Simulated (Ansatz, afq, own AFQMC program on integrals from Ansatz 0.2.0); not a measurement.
Two steps: Ansatz 0.2.0 writes the Fock matrix and Cholesky factors of the valence space, and afq projects on them the lowest state that overlaps trial and start.

```yaml
crystal:
  periodic: [false, false, false]
  atoms:
    - {symbol: I, position_ang: [0.000000, 0.000000, 0.000000]}
basis:
  gaussian: {orbitals: def2-TZVP}
magnetization: {spin_polarized: true, initial_magnetization: 1}
correlation: {method: ccsd_t, electrons: outside_noble_gas, hamiltonian_folder: ham}
```

```sh
$ ansatz run in.yaml --threads 1 --pin off --events-out ev --progress --plain --max-ram 1382MiB
```

Options of the walk:

```
--method phaseless --trial cisd --walkers 60 --populations 1 --least-time 40 --time-step 0.005 --steps-per-block 50 --equilibration-blocks 28 --max-blocks 300 --target-error 0.00032 --factor-cut 1e-05 --start spin_pure --seed 9784 --release-times 0.24,0.51,0.99,1.62,2.4 --release-step 0.03 --release-every 4 --taylor-order 6
```

Times are imaginary, in 1/Eh. The walk had a cap of 1229 s. Filled inner d shells are frozen with the cores. Core potentials past Kr, no spin–orbit coupling.

afq prints:

```
orbitals 41  electrons 4 3  factors 324 of 336
reference energy -296.65856711 Eh
CCSD correlation -0.13173400 Eh in 8 cycles, weight of the determinant in the CISD state 0.9307
energy of the start -296.790178 Eh
 block  time / (1/Eh)  mean weight  energy / Eh
     1     0.250  0.9986  -296.789840
     2     0.500  0.9990  -296.791610
     3     0.750  1.0010  -296.794862
     4     1.000  0.9996  -296.795004
     5     1.250  1.0010  -296.794258
     8     2.000  0.9986  -296.794004
    13     3.250  1.0020  -296.797199
    25     6.250  0.9997  -296.794602
    37     9.250  0.9995  -296.793064
    49    12.250  0.9981  -296.793683
    61    15.250  1.0009  -296.793797
    73    18.250  0.9991  -296.793670
    85    21.250  0.9999  -296.795043
    97    24.250  0.9998  -296.793371
   109    27.250  0.9994  -296.792287
   121    30.250  0.9988  -296.794375
   133    33.250  1.0017  -296.792375
   145    36.250  1.0007  -296.796081
   157    39.250  0.9972  -296.793438
   169    42.250  0.9980  -296.793814
   181    45.250  1.0002  -296.795217
   185    46.250  0.9994  -296.799744
blocks merged  error / Eh  count
     1  0.000133  160
     2  0.000169  80
     4  0.000206  40
     8  0.000220  20
    16  0.000281  10
released: time / (1/Eh)  energy / Eh  error  mean overlap
  0.24  -296.794630  0.000201  1.0035
  0.51  -296.794709  0.000183  1.0070
  0.99  -296.794994  0.000200  1.0030
  1.62  -296.794927  0.000204  1.0192
  2.40  -296.794987  0.000225  1.0133
energy -296.794849 +/- 0.000220 Eh
(rows thinned)
```

The run passed its tests (sampling time, drift between the halves within three errors, error under three times the target), which doesn't prove that it has relaxed. The second half of the sampling lies below the first by 2.4 errors of their difference, so the energy may still be moving and its error bar be too small.

Against this walk (error 6.0 meV) on the same determinant: CCSD(T) 14.9 meV higher, CCSDT(Q) 2.9 meV lower (within the noise). The error is statistical and leaves out the bias of the constraint. Released to 2.40 1/Eh the energy moves by -4 ± 9 meV (both errors), within twice the noise.

Cautions: constraint bias not in the error; no spin-orbit coupling; inner d shell frozen.

The walk took 4.3 min on 1 thread of Arm Neoverse V2, on a shared host. The log's last line is the phaseless energy.

CCSDT and higher add their correlation energy to the determinant of the CCSD(T) run, since their own runs factorise the integrals more tightly (a shift of under 2 meV). A walk keeps the symmetry of its determinant, which the program's search chose and which needn't be the lowest solution, so a lower state of the same spin and another symmetry isn't excluded.
